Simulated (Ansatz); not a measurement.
# A geometry optimisation of AlH3Si2+ with PBE-D3(BJ)/def2-SVP

The starting geometry of this gas-phase doublet was optimised with GFN2-xTB.

```yaml
atoms:
  - { symbol: Al, position_ang: [-3.2977, -1.0483, 1.5383] }
  - { symbol: Si, position_ang: [0.6250, 0.5828, -0.8627] }
  - { symbol: Si, position_ang: [-1.3153, -0.2058, 0.3178] }
  - { symbol: H, position_ang: [0.6157, -0.0478, -2.1901] }
  - { symbol: H, position_ang: [1.7826, 0.1512, -0.0670] }
  - { symbol: H, position_ang: [0.5845, 2.0473, -0.9810] }
```

Problem. Where would you expect an optimisation with PBE-D3(BJ)/def2-SVP to take it?

Solution. A new bond forms, giving a structure with H5 bridging Si3 and Si2, given below by its coordinates. Distances that change by over a tenth: Si2–H5 (1.47 → 1.70 Å). Contacts that close: Si3–H5 (3.14 → 1.77 Å).

The energy falls by 0.70 eV over 27 steps:

| step | E − E(last) (eV) |
| --- | --- |
| 1 | 0.702 |
| 4 | 0.403 |
| 7 | 0.400 |
| 10 | 0.391 |
| 13 | 0.363 |
| 15 | 0.340 |
| 18 | 0.318 |
| 21 | 0.049 |
| 24 | 0.000 |
| 27 | 0.000 |

Final geometry (Å):

```xyz
6

Al   -1.9570   -1.3503    0.4399
Si    0.0476    0.7083   -0.9705
Si   -0.7748    0.8420    1.1652
H    -0.0233   -0.4152   -1.9734
H     0.6126   -0.0157    0.4661
H     1.0895    1.7104   -1.3721
```

Frequencies at the end are all real (lowest 72 cm⁻¹). Open shells are spin-unrestricted. Run with Ansatz 0.2.0, 2.2 min on 1 thread of Arm Neoverse V1 (shared host).
